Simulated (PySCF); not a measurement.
## First hyperpolarisability of 1-chloro-3-methylbutane, C₅H₁₁Cl

Level of theory: quadratic response CAM-B3LYP/def2-TZVPD first hyperpolarisability, Taylor convention, gas phase (PySCF 2.14.0). Geometry: PBE0-D3(BJ)/def2-SVP.

Input:
```
{"job": {"kind": "beta", "xc": "CAM-B3LYP", "basis": "def2-TZVPD"}, "charge": 0, "multiplicity": 1}
C     -0.618613     1.537568     0.677985
C     -0.541251     0.547887    -0.478420
C     -1.774795    -0.345274    -0.527914
C      0.725557    -0.308255    -0.432577
C      2.036876     0.445364    -0.375776
Cl     2.243482     1.564977    -1.762589
H     -1.554972     2.115005     0.636746
H     -0.592324     1.017701     1.651129
H      0.209543     2.262031     0.653719
H     -0.500883     1.129494    -1.416425
H     -1.734852    -1.041485    -1.380393
H     -2.695189     0.250944    -0.624756
H     -1.864959    -0.948545     0.391359
H      0.692803    -0.959594     0.461683
H      0.738653    -0.981607    -1.306025
H      2.890716    -0.244952    -0.403267
H      2.121343     1.057676     0.532474
```
Coordinates are in Å.

Command: `OMP_NUM_THREADS=1 python excited_run.py task.json out`

(1) What does the run print?

Answers

(1) DR is the depolarisation ratio; parallel is 3/5 of the vector part along the dipole.
```
coarse grid: 13880 points
cycle   1  E = -657.3152278820  dE =  4.805e-01  |g| = 3.605e-01  |ddm| = 3.845e+00
cycle   2  E = -657.3274763805  dE = -1.225e-02  |g| = 3.245e-01  |ddm| = 1.836e+00
cycle   3  E = -657.3518483313  dE = -2.437e-02  |g| = 3.933e-02  |ddm| = 5.173e-01
cycle   4  E = -657.3521491364  dE = -3.008e-04  |g| = 1.998e-02  |ddm| = 1.157e-01
cycle   5  E = -657.3522423493  dE = -9.321e-05  |g| = 3.894e-03  |ddm| = 4.615e-02
cycle   6  E = -657.3522463231  dE = -3.974e-06  |g| = 1.332e-03  |ddm| = 1.129e-02
final grid: 126880 points
cycle   7  E = -657.3440496209  dE = -5.615e-05  |g| = 5.648e-03  |ddm| = 3.582e-01
cycle   8  E = -657.3440498503  dE = -2.294e-07  |g| = 5.458e-03  |ddm| = 3.219e-02
cycle   9  E = -657.3440568233  dE = -6.973e-06  |g| = 4.252e-04  |ddm| = 1.023e-02
cycle  10  E = -657.3440568606  dE = -3.731e-08  |g| = 2.236e-04  |ddm| = 2.091e-03
cycle  11  E = -657.3440568725  dE = -1.192e-08  |g| = 3.938e-05  |ddm| = 5.873e-04
cycle  12  E = -657.3440568729  dE = -4.389e-10  |g| = 1.067e-05  |ddm| = 1.597e-04
converged SCF energy = -657.3440568729

Lowest singlets (eV, f): 7.2143 0.0037  7.2892 0.0043  7.7388 0.0194

First hyperpolarisability (au)
process     nm      |vector|   parallel      HRS      DR
static         -       21.79     -12.44      22.18   1.767
shg       1907.0       22.47     -12.78       23.0   1.763
eope      1907.0       22.02     -12.55          -       -
shg       1064.0       24.05     -13.53      24.96   1.753
eope      1064.0       22.52      -12.8          -       -
```

It took 77 s wall time on 1 thread of an Arm Neoverse V1, shared host, peak memory 1.4 GiB.
